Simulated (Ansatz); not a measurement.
in.yaml

```yaml
crystal:
  periodic: [false, false, false]
  atoms:
    - {symbol: H, position_ang: [-1.837835, 0.059434, 0.000000]}
    - {symbol: H, position_ang: [-1.144835, 0.059434, 0.000000]}
    - {symbol: N, position_ang: [0.182165, 0.059434, 0.000000]}
    - {symbol: H, position_ang: [0.451246, -0.944792, 0.000000]}
basis:
  gaussian: {orbitals: cc-pVDZ}
magnetization: {spin_polarized: false, initial_magnetization: 2}
correlation: {method: ccsdt_q, electrons: outside_noble_gas}
```

```sh
$ ansatz run in.yaml --threads 1 --pin off --events-out ev --progress --plain --max-ram 2880MiB --backend cpu
```

Log:

```
490 factors; integrals over basis functions are off by at most 2.0e-7 eV
mean field evaluation 1: about -1523.9046 eV, gradient 1.1e1 eV
mean field evaluation 2: about -1523.9046 eV, gradient 1.1e1 eV
mean field evaluation 4: about -1524.6174 eV, gradient 1.4e0 eV
mean field evaluation 8: about -1524.6380 eV, gradient 1.1e-3 eV
mean field evaluation 16: about -1524.6380 eV, gradient 1.2e-1 eV
mean field evaluation 32: about -1521.0860 eV, gradient 2.0e0 eV
mean field -1524.63801102 eV, -56.0294134684 hartree, gradient 1.3e-6 eV, S^2 2.000000; 1 other end points of the search recorded, 0 dependent functions left out
determinant -1524.63801102 eV, -56.0294134684 hartree, with singles and doubles -1529.50983511 eV, -56.2084497012 hartree
determinant -1521.14037211 eV, -55.9008776091 hartree, with singles and doubles -1526.06300246 eV, -56.0817809377 hartree
1 core orbitals not correlated: weight in the atoms' cores, before any rotation towards them, 1.000 or more for the frozen orbitals, at most 0.000 for the correlated occupied ones
reference -1524.63801102 eV, -56.0294134684 hartree; 5, 3 occupied and 23, 25 virtual orbitals, 490 factors
second order -3.98414267 eV of doubles, -0.15415886 eV of singles
cycle   1  -4.66612272 eV  change   -5.2e-1 eV  update   5.3e-2
cycle   2  -4.92469756 eV  change   -2.6e-1 eV  update   2.2e-2
cycle   3  -4.96308745 eV  change   -3.8e-2 eV  update   1.1e-2
cycle   4  -4.95994796 eV  change    3.1e-3 eV  update   5.4e-3
cycle   5  -4.96056876 eV  change   -6.2e-4 eV  update   1.8e-3
cycle   6  -4.96085513 eV  change   -2.9e-4 eV  update   9.4e-4
cycle   7  -4.96085541 eV  change   -2.8e-7 eV  update   4.7e-4
cycle   8  -4.96109410 eV  change   -2.4e-4 eV  update   2.2e-4
cycle   9  -4.96099197 eV  change    1.0e-4 eV  update   9.1e-5
cycle  10  -4.96095864 eV  change    3.3e-5 eV  update   3.7e-5
cycle  11  -4.96098007 eV  change   -2.1e-5 eV  update   1.6e-5
cycle  12  -4.96098158 eV  change   -1.5e-6 eV  update   7.2e-6
cycle  13  -4.96098445 eV  change   -2.9e-6 eV  update   3.5e-6
cycle  14  -4.96098042 eV  change    4.0e-6 eV  update   1.8e-6
cycle  15  -4.96097863 eV  change    1.8e-6 eV  update   7.8e-7
cycle  16  -4.96097858 eV  change    4.7e-8 eV  update   3.3e-7
perturbative correction -0.00441030 eV, -0.0001620756 hartree
Total energy: -1529.60339990 eV, -56.2118881440 hartree
```

For the same geometry and basis full CI lies 0.0 meV lower.

Ran on 1 thread of AMD EPYC 7R13, shared host: 6 s wall, 0.22 GiB peak host memory.
